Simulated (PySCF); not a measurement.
# C₄H₆FN: geometry, NMR shifts, spin-spin couplings, electronic excitations and core binding energies, part 2 of 2

PySCF 2.14.0. Atoms count from 0. Earlier steps stand in the parts before.

### Step 6. Nuclear shieldings: wB97X-D/pcSseg-2

What the job is given:

```
{"job": {"kind": "nmr", "xc": "wB97X-D", "basis": "pcSseg-2", "pop": false}, "charge": 0, "multiplicity": 1}
N      1.553583    -1.510183     0.310099
C      0.636230    -0.651066     0.220199
C     -0.835363    -0.806118    -0.095349
C     -0.832533     0.681326    -0.484394
F     -1.858703     1.430338     0.013016
C      0.526614     0.866718     0.212225
H      2.455091    -1.050879     0.478485
H     -1.123620    -1.558847    -0.842299
H     -1.428413    -0.952197     0.822675
H     -0.778706     0.840682    -1.573611
H      1.313625     1.447968    -0.291002
H      0.372174     1.262291     1.229964
```

With the program's defaults for keys left out, this is: GIAO wB97X-D/pcSseg-2 NMR shielding, non-relativistic, gas phase.

What it wrote:

```text
coarse grid: 10216 points
cycle   1  E = -310.5154756738  dE =  1.008e+00  |g| = 6.558e-01  |ddm| = 2.342e+00
cycle   2  E = -310.4894613545  dE =  2.601e-02  |g| = 8.216e-01  |ddm| = 8.987e-01
cycle   3  E = -310.6013089634  dE = -1.118e-01  |g| = 6.709e-02  |ddm| = 4.712e-01
cycle   4  E = -310.6021796226  dE = -8.707e-04  |g| = 3.590e-02  |ddm| = 6.026e-02
cycle   5  E = -310.6024689164  dE = -2.893e-04  |g| = 9.573e-03  |ddm| = 3.596e-02
cycle   6  E = -310.6024883056  dE = -1.939e-05  |g| = 3.966e-03  |ddm| = 1.048e-02
cycle   7  E = -310.6024917989  dE = -3.493e-06  |g| = 7.558e-04  |ddm| = 4.905e-03
final grid: 99664 points
cycle   8  E = -310.6088528818  dE = -2.722e-04  |g| = 1.077e-02  |ddm| = 6.869e-02
cycle   9  E = -310.6088517924  dE =  1.089e-06  |g| = 1.207e-02  |ddm| = 1.312e-02
cycle  10  E = -310.6088729035  dE = -2.111e-05  |g| = 7.620e-04  |ddm| = 5.939e-03
cycle  11  E = -310.6088730071  dE = -1.036e-07  |g| = 4.598e-04  |ddm| = 1.045e-03
cycle  12  E = -310.6088730547  dE = -4.761e-08  |g| = 6.341e-05  |ddm| = 4.295e-04
cycle  13  E = -310.6088730561  dE = -1.359e-09  |g| = 5.374e-05  |ddm| = 1.158e-04
cycle  14  E = -310.6088730568  dE = -6.844e-10  |g| = 8.570e-06  |ddm| = 6.146e-05
converged SCF energy = -310.6088730568

GIAO shielding tensors (ppm)
atom      isotropic    diamagn.    paramagn.     s11        s22        s33       span
  0 N      -73.695     317.529    -391.224   -365.134    -78.241    222.290    587.424
  1 C       -1.369     255.019    -256.388   -117.004    -18.521    131.418    248.422
  2 C      135.097     248.252    -113.155    111.435    141.551    152.305     40.870
  3 C      102.177     240.345    -138.168     61.517     77.345    167.669    106.153
  4 F      376.125     465.586     -89.461    366.424    376.474    385.478     19.054
  5 C      133.738     251.691    -117.953    106.432    140.536    154.245     47.813
  6 H       22.023      31.809      -9.786     14.639     24.748     26.682     12.043
  7 H       28.379      29.080      -0.701     25.078     26.938     33.121      8.043
  8 H       28.277      29.769      -1.492     26.283     27.155     31.392      5.110
  9 H       26.465      29.656      -3.192     23.478     25.945     29.971      6.493
 10 H       28.602      30.406      -1.805     25.345     27.480     32.981      7.636
 11 H       28.356      30.882      -2.527     26.257     27.397     31.414      5.157
```

Wall time 56 s (1 thread, shared host).

In short: δ C1 185.8, C3 82.2, C5 50.7, C2 49.3, H6 9.33, H9 4.89 ppm.

### Step 7. Core-electron binding energies: SCAN, X2C

Settings changed since step 6:

```diff
@@ -1,2 +1,2 @@
-{"job": {"kind": "nmr", "xc": "wB97X-D", "basis": "pcSseg-2", "pop": false}, "charge": 0, "multiplicity": 1}
+{"job": {"kind": "xps"}, "charge": 0, "multiplicity": 1}
 N      1.553583    -1.510183     0.310099
```

With the program's defaults for keys left out, this is: delta-SCF UKS SCAN, pcX-2 on the ionised atom, pcseg-1 elsewhere, spin-free X2C.

What it wrote:

```text
ground state, core basis on atom 0 (N), 145 functions
  cycle   1  E = -310.52358440  |g| = 5.92e-01
  cycle   2  E = -310.40158904  |g| = 9.80e-01
  cycle   3  E = -310.58395930  |g| = 2.29e-01
  cycle   4  E = -310.59621715  |g| = 4.72e-02
  cycle   5  E = -310.59662531  |g| = 2.18e-02
  cycle   6  E = -310.59671069  |g| = 5.69e-03
  cycle   7  E = -310.59671739  |g| = 1.37e-03
  cycle   8  E = -310.59671810  |g| = 6.35e-04
  cycle   9  E = -310.59671809  |g| = 9.54e-05
  E(ground) = -310.60372185 Eh
hole in N 1s of atom 0
  cycle   1  E = -295.01860727  |g| = 1.85e+00
  cycle   2  E = -293.68488744  |g| = 2.34e+00
  cycle   3  E = -295.52566227  |g| = 6.67e-01
  cycle   4  E = -295.67450917  |g| = 3.86e-01
  cycle   5  E = -295.72318605  |g| = 1.24e-01
  cycle   6  E = -295.72847043  |g| = 4.03e-02
  cycle   7  E = -295.72917894  |g| = 1.01e-02
  cycle   8  E = -295.72921569  |g| = 5.53e-03
  cycle   9  E = -295.72923122  |g| = 1.50e-03
  cycle  10  E = -295.72923174  |g| = 5.15e-04
  cycle  11  E = -295.72923259  |g| = 2.86e-04
  E(ion) = -295.73584691 Eh   <S^2> = 0.7732   hole on atom = 1.000   binding energy = 404.575 eV
ground state, core basis on atom 1 (C), 145 functions
  cycle   1  E = -310.58866803  |g| = 5.84e-02
  cycle   2  E = -310.58857920  |g| = 2.70e-02
  cycle   3  E = -310.58842092  |g| = 3.76e-02
  cycle   4  E = -310.58872983  |g| = 8.14e-03
  cycle   5  E = -310.58874660  |g| = 1.01e-03
  cycle   6  E = -310.58874651  |g| = 3.36e-04
  E(ground) = -310.59752836 Eh
hole in C 1s of atom 1
  cycle   1  E = -299.28296402  |g| = 1.51e+00
  cycle   2  E = -296.11030781  |g| = 2.71e+00
  cycle   3  E = -299.32885420  |g| = 1.08e+00
  cycle   4  E = -299.73565207  |g| = 5.20e-01
  cycle   5  E = -299.79421187  |g| = 3.42e-01
  cycle   6  E = -299.84534036  |g| = 1.05e-01
  cycle   7  E = -299.85031356  |g| = 2.57e-02
  cycle   8  E = -299.85083279  |g| = 1.35e-02
  cycle   9  E = -299.85118637  |g| = 9.23e-03
  cycle  10  E = -299.85149163  |g| = 6.60e-03
  cycle  11  E = -299.85160561  |g| = 4.18e-03
  cycle  12  E = -299.85164099  |g| = 1.70e-03
  cycle  13  E = -299.85164620  |g| = 5.87e-04
  cycle  14  E = -299.85164541  |g| = 3.64e-04
  E(ion) = -299.85887761 Eh   <S^2> = 0.8717   hole on atom = 1.000   binding energy = 292.214 eV
ground state, core basis on atom 2 (C), 145 functions
  cycle   1  E = -310.58586077  |g| = 5.95e-02
  cycle   2  E = -310.58572400  |g| = 3.28e-02
  cycle   3  E = -310.58567738  |g| = 3.56e-02
  cycle   4  E = -310.58594169  |g| = 1.13e-02
  cycle   5  E = -310.58597141  |g| = 4.76e-04
  cycle   6  E = -310.58597227  |g| = 1.85e-04
  E(ground) = -310.59449088 Eh
hole in C 1s of atom 2
  cycle   1  E = -299.32524036  |g| = 1.51e+00
  cycle   2  E = -298.28330597  |g| = 2.07e+00
  cycle   3  E = -299.73118220  |g| = 6.02e-01
  cycle   4  E = -299.77084244  |g| = 5.09e-01
  cycle   5  E = -299.88711692  |g| = 9.36e-02
  cycle   6  E = -299.88993891  |g| = 4.79e-02
  cycle   7  E = -299.89073244  |g| = 1.19e-02
  cycle   8  E = -299.89078300  |g| = 5.74e-03
  cycle   9  E = -299.89080233  |g| = 1.53e-03
  cycle  10  E = -299.89080550  |g| = 9.81e-04
  cycle  11  E = -299.89080686  |g| = 5.54e-04
  cycle  12  E = -299.89080770  |g| = 3.02e-04
  E(ion) = -299.89860207 Eh   <S^2> = 0.7700   hole on atom = 1.000   binding energy = 291.050 eV
ground state, core basis on atom 3 (C), 145 functions
  cycle   1  E = -310.59067171  |g| = 5.90e-02
  cycle   2  E = -310.59062496  |g| = 2.54e-02
  cycle   3  E = -310.59062636  |g| = 2.61e-02
  cycle   4  E = -310.59075579  |g| = 4.96e-03
  cycle   5  E = -310.59076049  |g| = 1.18e-03
  cycle   6  E = -310.59076085  |g| = 5.03e-04
  cycle   7  E = -310.59076093  |g| = 2.77e-05
  E(ground) = -310.59837795 Eh
hole in C 1s of atom 3
  cycle   1  E = -299.25284162  |g| = 1.51e+00
  cycle   2  E = -295.45723515  |g| = 2.85e+00
  cycle   3  E = -299.19534744  |g| = 1.15e+00
  cycle   4  E = -299.73797028  |g| = 4.38e-01
  cycle   5  E = -299.79620959  |g| = 1.92e-01
  cycle   6  E = -299.80733249  |g| = 1.11e-01
  cycle   7  E = -299.81249160  |g| = 3.00e-02
  cycle   8  E = -299.81281531  |g| = 8.74e-03
  cycle   9  E = -299.81285772  |g| = 2.42e-03
  cycle  10  E = -299.81286212  |g| = 1.50e-03
  cycle  11  E = -299.81286392  |g| = 6.04e-04
  cycle  12  E = -299.81286384  |g| = 1.65e-04
  E(ion) = -299.82069145 Eh   <S^2> = 0.7741   hole on atom = 1.000   binding energy = 293.276 eV
ground state, core basis on atom 4 (F), 145 functions
  cycle   1  E = -310.62933535  |g| = 1.18e-01
  cycle   2  E = -310.62895071  |g| = 6.40e-02
  cycle   3  E = -310.62897480  |g| = 6.41e-02
  cycle   4  E = -310.62954408  |g| = 4.50e-03
  cycle   5  E = -310.62954736  |g| = 1.10e-03
  cycle   6  E = -310.62954955  |g| = 4.14e-04
  E(ground) = -310.63978567 Eh
hole in F 1s of atom 4
  cycle   1  E = -284.28063042  |g| = 2.58e+00
  cycle   2  E = -282.22164473  |g| = 2.70e+00
  cycle   3  E = -283.75605393  |g| = 1.61e+00
  cycle   4  E = -285.12177755  |g| = 3.68e-01
  cycle   5  E = -285.11757683  |g| = 3.33e-01
  cycle   6  E = -285.16694064  |g| = 9.38e-02
  cycle   7  E = -285.17082099  |g| = 2.19e-02
  cycle   8  E = -285.17103198  |g| = 6.52e-03
  cycle   9  E = -285.17105102  |g| = 1.00e-03
  cycle  10  E = -285.17105171  |g| = 5.22e-04
  cycle  11  E = -285.17105181  |g| = 1.72e-04
  E(ion) = -285.18686595 Eh   <S^2> = 0.7571   hole on atom = 1.000   binding energy = 692.609 eV
ground state, core basis on atom 5 (C), 145 functions
  cycle   1  E = -310.58555252  |g| = 8.20e-02
  cycle   2  E = -310.58447085  |g| = 1.01e-01
  cycle   3  E = -310.58601908  |g| = 2.37e-02
  cycle   4  E = -310.58607691  |g| = 1.34e-02
  cycle   5  E = -310.58611982  |g| = 2.18e-03
  cycle   6  E = -310.58612016  |g| = 3.90e-04
  E(ground) = -310.59451568 Eh
hole in C 1s of atom 5
  cycle   1  E = -299.32017469  |g| = 1.51e+00
  cycle   2  E = -298.03413088  |g| = 2.21e+00
  cycle   3  E = -299.65367191  |g| = 7.15e-01
  cycle   4  E = -299.75577509  |g| = 5.28e-01
  cycle   5  E = -299.88345824  |g| = 9.78e-02
  cycle   6  E = -299.88639391  |g| = 5.14e-02
  cycle   7  E = -299.88730671  |g| = 1.27e-02
  cycle   8  E = -299.88736048  |g| = 6.14e-03
  cycle   9  E = -299.88738141  |g| = 1.53e-03
  cycle  10  E = -299.88738460  |g| = 8.61e-04
  cycle  11  E = -299.88738578  |g| = 5.38e-04
  cycle  12  E = -299.88738589  |g| = 2.79e-04
  E(ion) = -299.89468256 Eh   <S^2> = 0.7697   hole on atom = 1.000   binding energy = 291.157 eV
```

It took 37 s on 1 thread, shared host.

Binding energies by hole, beside the orbital energy of the ground state; the difference holds orbital relaxation and, for a density functional, its self-interaction error:

```csv
hole,stands for,environment,ΔSCF (eV),−ε (eV),⟨S²⟩
N1s on N0,N0,imine nitrogen,404.58,385.7,0.773
C1s on C1,C1,C=N carbon,292.21 (doubtful),275.3,0.872
C1s on C2,C2,sp3 CH2 in a ring,291.05,274.1,0.770
C1s on C3,C3,sp3 CH bonded to F,293.28,276.2,0.774
F1s on F4,F4,fluorine on an sp3 carbon,692.61,666.6,0.757
C1s on C5,C5,sp3 CH2 in a ring,291.16,274.2,0.770
```

Doubtful: the ion did not converge, its hole moved, or its ⟨S²⟩ is well above 0.75.

### Step 8. Comparing the runs: NMR shifts

Shifts (ppm) of some atoms, chosen among heavy atoms and hydrogens apart, with basis size and wall time:

```csv
run,C1,C3,C2,H6,H9,N0,F4,functions,time
PBE0/pcSseg-1,176.5,79.0,48.4,9.74,4.80,341.0,-193.3,132,14 s
wB97X-D/pcSseg-2,185.8,82.2,49.3,9.33,4.89,333.8,-189.7,300,56 s
```

### Step 9. Results

The summary covers parts 1 to 2.

```
                                                    quantity                                   value
                                                 point group                                      C1
                        rotational constants (main isotopes)                   10.20, 2.42, 2.09 GHz
                      13C shifts against TMS (PBE0/pcSseg-1)             176.5, 79.0, 50.0, 48.4 ppm
                       1H shifts against TMS (PBE0/pcSseg-1)  9.74, 4.80, 3.14, 3.00, 3.00, 2.72 ppm
                      15N shifts against NH3 (PBE0/pcSseg-1)                               341.0 ppm
                    19F shifts against CFCl3 (PBE0/pcSseg-1)                              -193.3 ppm
                       surface potential, 1st and 99th percentile                      -1.84 V and 1.42 V
                 largest coupling of the table (B3LYP/pcJ-1)                1J(C,F) C3–F4, -273.3 Hz
                          lowest singlet (wB97X-D/def2-SVPD)             5.31 eV (234 nm), f = 0.003
                    brightest single state of those computed             state 3, 7.74 eV, f = 0.149
                                              lowest triplet                                 4.62 eV
                           vertical ionisation energy (ΔSCF)                                 9.93 eV
C1s binding energies, SCAN/pcX-2 (standing for 3 of 4 atoms)      C3 293.28, C5 291.16, C2 291.05 eV
                            N1s binding energies, SCAN/pcX-2                            N0 404.58 eV
                            F1s binding energies, SCAN/pcX-2                            F4 692.61 eV
                                    range of the shift of C1                      176.5 to 185.8 ppm
```

What this shows: Relaxing lowered the energy by 0.101 eV in 12 steps; the close pair that moved most is C3–C5, from 1.561 to 1.538 Å. No frequency check was run at this level, so the end point may be a saddle. At PBE0/pcSseg-1: The largest span, 603 ppm, is at N0, where the paramagnetic term is -397 ppm. At PBE0/pcSseg-1, counted by nearest atom on the grid, the HOMO lies on N0 56 %; C1, C5 about 10 % each, the LUMO on C1 34 %; N0 28 %. Of the pairs tabulated at B3LYP/pcJ-1, C3–F4 couples most strongly (-273.3 Hz; Fermi contact -306.4 Hz). Couplings across rotatable bonds belong to this one conformer; where others are populated, the observed values are averages. The lowest singlet, at 5.31 eV, is HOMO→LUMO 0.96 and is weak; of the 10 states computed, the strongest absorption comes from state 3 at 7.74 eV. The lowest triplet lies 0.68 eV below the lowest singlet (triplets in Tamm-Dancoff, singlets in full TDDFT). The orbital energy would give 9.56 eV for ionisation, ΔSCF gives 9.93 eV. C3 (sp3 CH bonded to F) binds its C1s electron 2.23 eV more tightly than C2 (sp3 CH2 in a ring). Only 3 of the 4 C atoms are covered by sound results. In ppm, C1 moves most: its shift spreads over 9.3 ppm, from 176.5 (PBE0/pcSseg-1) to 185.8 (wB97X-D/pcSseg-2).
